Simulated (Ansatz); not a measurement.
Ideal-gas functions of C2H4, SMILES `[CH2][CH2]` (triplet) at 800 K and 1 bar, from an Ansatz frequency run at PBE0-D4/def2-TZVP.

Molar mass 28.05 g/mol, point group D2d (symmetry number 4), electronic degeneracy 3, moments of inertia 3.447, 20.928, 20.928 u Å². Harmonic wavenumbers (cm⁻¹, unscaled): 429, 429, 714, 924, 924, 1153, 1419, 1443, 3111, 3117, 3197, 3197.

Use S(trans) = R[1.5 ln M + 2.5 ln T − 1.1517]; rotational temperatures θ = 24.2544 K / I; S(rot) = R[ln(√π/σ · √(T³/θAθBθC)) + 1.5]; for each mode x = 1.438777 ν̃/T, S = R[x/(eˣ − 1) − ln(1 − e⁻ˣ)] and H = RT x/(eˣ − 1); 1 cm⁻¹ = 0.0119627 kJ/mol; R = 8.31446 J/(mol·K).

Q: By hand: the entropy, in J/(mol·K).

A: Translation 171.0. Rotation: θ = 7.0364, 1.1589, 1.1589 K, giving 79.7. Vibration, mode by mode: 10.67, 10.67, 6.78, 4.99, 4.99, 3.60, 2.47, 2.39, 0.20, 0.20, 0.18, 0.18, in all 47.3. Electronic 9.1. Sum 307.1 J/(mol·K).

Q: By hand: H − E and G − E in kJ/mol, counted from the electronic energy.

A: Zero-point energy ½ × 20057 × 0.0119627 = 120.0; thermal vibration 22.6; translation, rotation and pV give 4 RT = 26.6. H − E = 169.2 kJ/mol, and G − E = 169.2 − 800 × 307.1/1000 = -76.5 kJ/mol.

Vibration gives 15 % of the entropy.
